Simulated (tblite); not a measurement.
A tight-binding relaxation on `[O-][C]1C=C1` [radical].

Computed with GFN2-xTB geometry optimisation, gas phase (tblite 0.8.0). Start geometry: from a force field or distance geometry. The command runs a driver script over a list of jobs; the input below is this job's line of settings and its coordinates in Å.

Command:
```bash
OMP_NUM_THREADS=1 python probes_run.py task.json out
```

Input:
```
{"job": {"kind": "relax", "xc": "GFN2-xTB", "basis": "xTB"}, "charge": -1, "multiplicity": 2}
O     -1.480400    -1.168600    -0.336800
C     -0.639700    -0.496000     0.535900
C     -0.054400     0.790600     0.056300
C      0.744800    -0.260300     0.025400
H     -0.293600     1.843000    -0.110000
H      1.726500    -0.706700    -0.192500
```

Output:
```
step      E/eV     max force
  0    -312.26195    3.847
  1    -312.46625    1.217
  2    -312.54315    1.939
  3    -312.65427    0.980
  4    -312.71038    0.743
  5    -312.79011    1.559
  6    -312.56639    5.196
  7    -312.87839    2.055
  8    -312.93376    2.417
  9    -312.89270    4.136
... (20 lines left out)
 30    -314.02508    0.072
 31    -314.02541    0.073
 32    -314.02562    0.044
 33    -314.02568    0.018
 34    -314.02570    0.012
 35    -314.02571    0.011
 36    -314.02573    0.012
 37    -314.02575    0.016
 38    -314.02576    0.013
 39    -314.02576    0.006
```

«max force» is the largest atomic force in eV/Å.

Problem. From which step on does the largest force stay under 0.1 eV/Å, and how much energy is left to gain from there?

Solution. From step 27 (0.052 eV/Å), 1.2 meV above the end.

In short: energy lowered by 40.7 kcal/mol over 39 steps; largest atomic force 0.006 eV/Å at the end.

On AMD EPYC 7B13, one thread, shared host, this took 0.1 s of wall time.
Labels such as C1 count atoms from 1, the log's own numbers from 0.
